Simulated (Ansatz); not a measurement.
Complex (SMILES): F (HF) with F (HF), atoms 1 to 2 the first; geometry from NCB31 set, monomers rigid:
```xyz
4

F      1.3237    -0.0902     0.0000
H      1.7404     0.7334     0.0000
F     -1.4572     0.0193     0.0000
H     -0.5393    -0.0947     0.0001
```

Interaction energy at HF with Ansatz (an electronic-structure program), kcal/mol, without and with the counterpoise correction (monomers among the partner's ghost functions). Cartesian d functions, on some or all atoms, in 6-31G**; all else is spherical. No added dispersion term, no relativity. Reference, counterpoise-corrected: the value in aug-cc-pV5Z, -3.89.

```tsv
basis	functions	uncorrected
cc-pVDZ	38	-6.01
6-31G**	40	-6.13
def2-SVPD	62	-4.39
pcseg-2	88	-3.98
def2-TZVPP	90	-4.09
6-311++G(3df,3pd)	114	-4.33
aug-pcseg-2	138	-4.04
def2-QZVP	174	-3.96
```

Question: How large is the counterpoise correction in each set?

Answer: cc-pVDZ 1.77, 6-31G** 1.50, def2-SVPD 0.35, pcseg-2 0.11, def2-TZVPP 0.19, 6-311++G(3df,3pd) 0.47, aug-pcseg-2 0.15, def2-QZVP 0.07 kcal/mol. The corrected value lies nearer the reference in 8 of 8 rows.
